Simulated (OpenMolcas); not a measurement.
# A workflow on BF (SMILES [B]F)

We compute a single-point energy (UHF/STO-3G), then a single-point energy (CASSCF(2,2)/STO-3G), then a single-point energy (CASPT2(2,2)/STO-3G), then the energy (SC-NEVPT2(2,2)/STO-3G), then a single-point energy (MRCI(2,2)/STO-3G) of BF. 

The results are computed with OpenMolcas 26.06.

3 further runs of the same task are left out: 1 for a known fault of the program, 2 set aside as unsound or not needed.

### 1 The structure to begin with

BF has 2 atoms, charge 0, and is taken as a singlet. SMILES: `[B]F`. The B1–F2 distance was set to 1.556 Å, away from the relaxed value.

Bond lengths: B1–F2 1.556 Å.

### 2 A single-point energy at UHF/STO-3G (run 1)

coord.xyz reads:

```xyz
2

B      0.000000     0.000000    -0.311110
F      0.000000     0.000000     1.244390
```

step1.inp reads:

```
&GATEWAY
BASLIB=$CurrDir
COORD=coord.xyz
BASIS=STO-3G
GROUP=NoSym
&SEWARD
&SCF
UHF
SCRAMBLE=0.25
PRORBITALS=1 1
```

The basis set STO-3G is read from a file made from the Basis Set Exchange's data (not shown).

The run is started by

```bash
$ export MOLCAS_MEM=1860
$ pymolcas step1.inp > step1.log
```

Standard output:

```text
--- Start Module: gateway ---
[...]
--- Stop Module: gateway /rc=_RC_ALL_IS_WELL_ ---
--- Start Module: seward ---
[...]
      Basis functions           10
--- Stop Module: seward /rc=_RC_ALL_IS_WELL_ ---
--- Start Module: scf ---
[...]
       Convergence after  22 Iterations
[...]
::    Total SCF energy                               -122.2868723219
[...]
      Total spin, S                                     0.1559016973
[...]
      Total electronic charge=   14.000000
      Total            charge=   -0.000000
[...]
      Dipole Moment (debye):
      Origin of the operator (angstrom)=    0.0000    0.0000    0.6737
                   X=  9.6953E-08               Y= -7.5885E-08               Z= -2.8111E-01           Total=  2.8111E-01
      Quadrupole Moment (debye*angstrom):
[...]
--- Stop Module: scf /rc=_RC_ALL_IS_WELL_ ---
[...]
```

It took 2 s on 1 thread of Arm Neoverse V1, shared host; peak memory 0.37 GiB.

### 3 The energy at CASSCF(2,2)/STO-3G (run 2)

coord.xyz is that of step 2.

step2.inp reads:

```
* BF CASSCF

&GATEWAY
 BasLib=$CurrDir
 Coord=coord.xyz
 Basis=STO-3G
 Group=NoSym

&SEWARD

&RASSCF
 FileOrb=$CurrDir/step1.UnaOrb
 Spin=1
 Nactel=2 0 0
 Inactive=6
 Ras2=2
 OrbListing=Nothing
 OrbAppear=Compact
```

The basis set STO-3G is read from a file made from the Basis Set Exchange's data (not shown).

The run is started by

```bash
$ export MOLCAS_MEM=1860
$ pymolcas step2.inp > step2.log
```

Standard output:

```text
--- Start Module: gateway ---
[...]
--- Stop Module: gateway /rc=_RC_ALL_IS_WELL_ ---
--- Start Module: seward ---
[...]
      Basis functions           10
--- Stop Module: seward /rc=_RC_ALL_IS_WELL_ ---
--- Start Module: rasscf ---
[...]
      Number of active orbitals                  2
[...]
      Spin quantum number                      0.0
[...]
      Active orbitals                            2
[...]
      Number of CSFs                             3
[...]
      Number of root(s) required                 1
[...]
      Convergence after 10 iterations
[...]
      printout of CI-coefficients larger than  0.05 for root  1
      energy=    -122.305148
      conf/sym  11     Coeff  Weight
             1  20   0.98151 0.96336
             3  02  -0.19142 0.03664
      Natural orbitals and occupation numbers for root  1
      sym 1:   1.926716   0.073284
      ************************************************************************************************************************
      *                                                    Final results                                                     *
[...]
::    RASSCF root number  1 Total energy:   -122.30514792
[...]
      Total electronic charge=   14.000000
      Total            charge=    0.000000
[...]
      Dipole Moment (debye):
      Origin of the operator (angstrom)=    0.0000    0.0000    0.6737
                   X=  3.2095E-09               Y= -2.4523E-09               Z= -3.2721E-01           Total=  3.2721E-01
      Quadrupole Moment (debye*angstrom):
[...]
--- Stop Module: rasscf /rc=_RC_ALL_IS_WELL_ ---
[...]
```

Run time: 1.7 s. Hardware: 1 thread of Arm Neoverse V1, shared host; peak memory 0.37 GiB.

### 4 The energy at CASPT2(2,2)/STO-3G (run 3)

coord.xyz is that of step 3.

step3.inp reads:

```
* BF CASPT2

&GATEWAY
  BasLib=$CurrDir
  Coord=coord.xyz
  Basis=STO-3G
  Group=NoSym

&SEWARD

&RASSCF
  FileOrb=$CurrDir/step2.RasOrb
  Spin=1
  Nactel=2 0 0
  Inactive=6
  Ras2=2
  OrbListing=Nothing
  OrbAppear=Compact

&CASPT2
  Imaginary=0.1
  Frozen=2
```

The basis set STO-3G is read from a file made from the Basis Set Exchange's data (not shown).

The run is started by

```bash
$ export MOLCAS_MEM=1860
$ pymolcas step3.inp > step3.log
```

Standard output:

```text
--- Start Module: gateway ---
[...]
--- Stop Module: gateway /rc=_RC_ALL_IS_WELL_ ---
[...]
      Basis functions           10
[...]
--- Start Module: rasscf ---
[...]
      Number of active orbitals                  2
[...]
      Spin quantum number                      0.0
[...]
      Active orbitals                            2
[...]
      Number of CSFs                             3
[...]
      Number of root(s) required                 1
[...]
      Convergence after  4 iterations
[...]
      printout of CI-coefficients larger than  0.05 for root  1
      energy=    -122.305148
      conf/sym  11     Coeff  Weight
             1  20   0.98151 0.96336
             3  02  -0.19142 0.03664
      Natural orbitals and occupation numbers for root  1
      sym 1:   1.926716   0.073284
      ************************************************************************************************************************
      *                                                    Final results                                                     *
[...]
::    RASSCF root number  1 Total energy:   -122.30514792
[...]
      Total electronic charge=   14.000000
      Total            charge=   -0.000000
[...]
      Dipole Moment (debye):
      Origin of the operator (angstrom)=    0.0000    0.0000    0.6737
                   X=  7.0030E-10               Y= -5.3130E-10               Z= -3.2722E-01           Total=  3.2722E-01
      Quadrupole Moment (debye*angstrom):
[...]
--- Stop Module: rasscf /rc=_RC_ALL_IS_WELL_ ---
--- Start Module: caspt2 ---
[...]
 ###    WARNING: User changed nr of frozen orbitals.                         ###
 ###############################################################################
[...]
      E2 (Variational):          -0.0556157508
      Total energy:            -122.3607636741
[...]
      Reference weight:           0.96817
[...]
::    CASPT2 Root  1     Total energy:   -122.36076367
[...]
--- Stop Module: caspt2 /rc=_RC_ALL_IS_WELL_ ---
[...]
```

Wall time 1.7 s (1 thread of Arm Neoverse V1, shared host); peak memory 0.37 GiB.

### 5 A single-point energy at SC-NEVPT2(2,2)/STO-3G (run 4)

coord.xyz is that of step 4.

step4.inp reads:

```
&GATEWAY
 BASLIB=$CurrDir
 COORD=coord.xyz
 BASIS=STO-3G
 GROUP=NoSym

&SEWARD

&RASSCF
 FILEORB=$CurrDir/step2.RasOrb
 SPIN=1
 NACTEL=2 0 0
 INACTIVE=6
 RAS2=2
 ORBLISTING=Nothing
 ORBAPPEAR=Compact

&CASPT2
 SC-NEVPT2
 FROZEN=2
```

The basis set STO-3G is read from a file made from the Basis Set Exchange's data (not shown).

The run is started by

```bash
$ export MOLCAS_MEM=1860
$ pymolcas step4.inp > step4.log
```

Standard output:

```text
--- Start Module: gateway ---
[...]
--- Stop Module: gateway /rc=_RC_ALL_IS_WELL_ ---
[...]
      Basis functions           10
[...]
--- Start Module: rasscf ---
[...]
      Number of active orbitals                  2
[...]
      Spin quantum number                      0.0
[...]
      Active orbitals                            2
[...]
      Number of CSFs                             3
[...]
      Number of root(s) required                 1
[...]
      Convergence after  4 iterations
[...]
      printout of CI-coefficients larger than  0.05 for root  1
      energy=    -122.305148
      conf/sym  11     Coeff  Weight
             1  20   0.98151 0.96336
             3  02  -0.19142 0.03664
      Natural orbitals and occupation numbers for root  1
      sym 1:   1.926716   0.073284
      ************************************************************************************************************************
      *                                                    Final results                                                     *
[...]
::    RASSCF root number  1 Total energy:   -122.30514792
[...]
      Total electronic charge=   14.000000
      Total            charge=   -0.000000
[...]
      Dipole Moment (debye):
      Origin of the operator (angstrom)=    0.0000    0.0000    0.6737
                   X=  7.0030E-10               Y= -5.3130E-10               Z= -3.2722E-01           Total=  3.2722E-01
      Quadrupole Moment (debye*angstrom):
[...]
--- Stop Module: rasscf /rc=_RC_ALL_IS_WELL_ ---
--- Start Module: caspt2 ---
[...]
 ###    WARNING: User changed nr of frozen orbitals.                         ###
 ###############################################################################
[...]
      E2 (Variational):          -0.0513870676
[...]
      E2 (Variational):          -0.0513815370
      Total energy:            -122.3565294603
[...]
      Reference weight:           0.97280
[...]
::    SC-NEVPT2 Root  1     Total energy:   -122.35652946
[...]
--- Stop Module: caspt2 /rc=_RC_ALL_IS_WELL_ ---
[...]
```

It took 1.7 s on 1 thread of Arm Neoverse V1, shared host; peak memory 0.37 GiB.

### 6 A single-point energy at MRCI(2,2)/STO-3G (run 5)

coord.xyz is that of step 5.

step5.inp reads:

```
* BF MRCI

&GATEWAY
  BasLib=$CurrDir
  Coord=coord.xyz
  Basis=STO-3G
  Group=NoSym

&SEWARD

&RASSCF
  FileOrb=$CurrDir/step2.RasOrb
  Spin=1
  Nactel=2 0 0
  Inactive=6
  Ras2=2
  OrbListing=Nothing
  OrbAppear=Compact

&MOTRA
  LumOrb
  Frozen=2

&GUGA
  Electrons=10
  Spin=1
  Inactive=4
  Active=2
  CIAll=1

&MRCI
  SDCI
```

The basis set STO-3G is read from a file made from the Basis Set Exchange's data (not shown).

The run is started by

```bash
$ export MOLCAS_MEM=1860
$ pymolcas step5.inp > step5.log
```

Standard output:

```text
--- Start Module: gateway ---
[...]
--- Stop Module: gateway /rc=_RC_ALL_IS_WELL_ ---
[...]
      Basis functions           10
[...]
      Number of active orbitals                  2
[...]
      Spin quantum number                      0.0
[...]
      Active orbitals                            2
[...]
      Number of CSFs                             3
[...]
      Number of root(s) required                 1
[...]
      Convergence after  4 iterations
[...]
      printout of CI-coefficients larger than  0.05 for root  1
      energy=    -122.305148
      conf/sym  11     Coeff  Weight
             1  20   0.98151 0.96336
             3  02  -0.19142 0.03664
      Natural orbitals and occupation numbers for root  1
      sym 1:   1.926716   0.073284
      ************************************************************************************************************************
      *                                                    Final results                                                     *
[...]
::    RASSCF root number  1 Total energy:   -122.30514792
[...]
      Dipole Moment (debye):
      Origin of the operator (angstrom)=    0.0000    0.0000    0.6737
                   X=  7.0030E-10               Y= -5.3130E-10               Z= -3.2722E-01           Total=  3.2722E-01
      Quadrupole Moment (debye*angstrom):
[...]
      *** WARNING: Default frozen orbitals is overwritten by user input.
      *** Default values:   2
[...]
--- Start Module: guga ---
[...]
--- Stop Module: guga /rc=_RC_ALL_IS_WELL_ ---
--- Start Module: mrci ---
[...]
       (But an ACPF correction will be computed)
       USE THE DEFAULT ACPF G-VALUE GFAC=  0.20000000000000001
[...]
                      CI ENERGY:  -122.37739997
[...]
                ACPF CORRECTION:    -0.00502421
[...]
      Total electronic charge=   14.000000
      Total            charge=   -0.000000
[...]
     ACPF CORRECTION:     -0.00502421
[...]
  CI State   1     Total energy:   -122.37739997     QDav:     -0.00639138     QACPF:     -0.00502421
[...]
--- Stop Module: mrci /rc=_RC_ALL_IS_WELL_ ---
[...]
```

Wall time 1.8 s (1 thread of Arm Neoverse V1, shared host); peak memory 0.37 GiB.

### 7 Results

| quantity | value |
| --- | --- |
| run 1, UHF/STO-3G: total energy | -122.28687 Eh |
| run 1, UHF/STO-3G: dipole moment | 0.28 D |
| run 1, UHF/STO-3G: HOMO energy | -8.29 eV |
| run 1, UHF/STO-3G: LUMO energy | 7.32 eV |
| run 1, UHF/STO-3G: HOMO–LUMO gap | 15.61 eV |
| run 1, UHF/STO-3G: ⟨S²⟩ | 0.180 |
| run 2, CASSCF(2,2)/STO-3G: total energy | -122.30515 Eh |
| run 2, CASSCF(2,2)/STO-3G: dipole moment (CASSCF density) | 0.33 D |
| run 3, CASPT2(2,2)/STO-3G: total energy | -122.36076 Eh |
| run 3, CASPT2(2,2)/STO-3G: dipole moment (CASSCF density) | 0.33 D |
| run 4, SC-NEVPT2(2,2)/STO-3G: total energy | -122.35653 Eh |
| run 4, SC-NEVPT2(2,2)/STO-3G: dipole moment (CASSCF density) | 0.33 D |
| run 5, MRCI(2,2)/STO-3G: total energy | -122.37740 Eh |
| run 5, MRCI(2,2)/STO-3G: dipole moment (CASSCF density) | 0.33 D |

**Reading.** ⟨S²⟩ (run 1, UHF/STO-3G) is 0.18 where a pure singlet has 0.00: the reference is spin-contaminated.
